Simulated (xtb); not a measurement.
xtb input:

```bash
xtb mol.xyz --gfn 2 --ohess tight --chrg 1 --uhf 0
```
mol.xyz:
```
4

C     -0.01371687    -0.00698298    -0.55908185
N      0.00184371    -0.00685606     0.60960844
H      0.02904165     0.00564034    -1.66372595
H      0.02744635     0.02641308     1.64181420
```

Question: Predict the final energy.

Answer: -5.52434 Eh (GFN2-xTB).

It need not be the lowest isomer of its formula.
